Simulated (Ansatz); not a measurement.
Exact exchange and the vertical ionisation energy of SF4 (sulfur tetrafluoride)

SF4: 5 atoms, total charge 0, spin state singlet. As SMILES, `FS(F)(F)F`. Geometry: relaxed at PBE0-D4/def2-TZVP.

The vertical ionisation energy (to the doublet cation) y, in eV, basis 6-311+G(d,p); a is the functional's share of exact exchange. Programs: Ansatz 0.2.0.

| functional | program | a | y (eV) |
| --- | --- | --- | --- |
| PBE | Ansatz | 0 | 12.51 |
| revPBE | Ansatz | 0 | 12.42 |
| B3LYP | Ansatz | 0.2 | ? |
| r2SCAN0 | Ansatz | 0.25 | 12.97 |
| PBE0 | Ansatz | 0.25 | 12.89 |
| BHLYP | Ansatz | 0.5 | 13.14 |

**Question.** Fit y = c + s·a to the known rows and predict B3LYP.

**Answer.** 
1. Means of the 5 rows: a = 0.2000, y = 12.786.
2. Σ(Δa)² = 0.175, Σ(Δa·Δy) = 0.249, so the slope is 0.249/0.175 = 1.4229.
3. Intercept: 12.786 − (1.4229) × 0.2000 = 12.501. The largest residual of the fit is 0.11.
4. B3LYP: 12.501 + (1.4229) × 0.2 = 12.79 eV.

The run gave 12.95 eV, so the prediction is off by -0.16 eV, about the scatter of the fit.
